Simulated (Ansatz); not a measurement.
## Titanium, hcp: convergence with the k-point mesh

Computed with Ansatz, r²SCAN, scalar-relativistic PAW, on the relaxed cell (a = 2.936 Å, c = 4.642 Å (c/a = 1.581); spin not included). Errors count from a run at 500 eV on a Γ-centred 20×20×11 mesh with Fermi-Dirac smearing of 0.1 eV, extrapolated to zero width. Fixed here: cutoff 500 eV, Fermi-Dirac width 0.1 eV. The SCF starts from atomic densities corrected by a trained network.

```
  k-mesh  E(σ→0) error (meV/atom)  P (GPa)  SCF iterations
   2×2×1                   -358.8    -6.02               6
   3×3×2                    -41.5    -1.39               6
   4×4×3                     13.0     0.28               6
   6×6×4                      5.8     0.10               6
   8×8×4                     -6.9    -0.19               6
 10×10×6                      0.5     0.03               6
 13×13×7                      0.1     0.01               6
18×18×10                      0.0     0.00               6
```

Within 5 meV/atom of the last row: from 10×10×6 on.
